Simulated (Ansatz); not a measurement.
Relaxation of AlHLi (3 atoms, charge 0, multiplicity 2), to a largest force component of 0.02 eV/Å in at most 40 steps.

Level of theory: UKS BLYP-D4/def2-SVP in Ansatz 0.2.0.

```xyz
3
Properties=species:S:1:pos:R:3
Li -1.633 0.284 -0.860
Al 0.524 0.621 0.356
H 1.108 -0.906 0.505
```

Task: Where does it end, and by what steps?

Result: It converged. After 4 steps the energy has fallen by 0.154 eV; H3 moved furthest, 0.38 Å.

```
step  energy less start (eV)  largest force component (eV/Å)  accepted
   0                  0.0000                           0.569       yes
   1                 -0.1054                           0.150       yes
   2                 -0.1440                           0.285       yes
   3                 -0.1537                           0.024       yes
   4                 -0.1540                           0.004       yes
```

```xyz
3
Properties=species:S:1:pos:R:3
Li -1.900 0.483 -0.984
Al 0.459 0.388 0.294
H 1.441 -0.871 0.690
```

Whether the end is a true minimum wasn't checked by a vibrational analysis.

The run took 13 s on 1 CPU thread of a shared host.
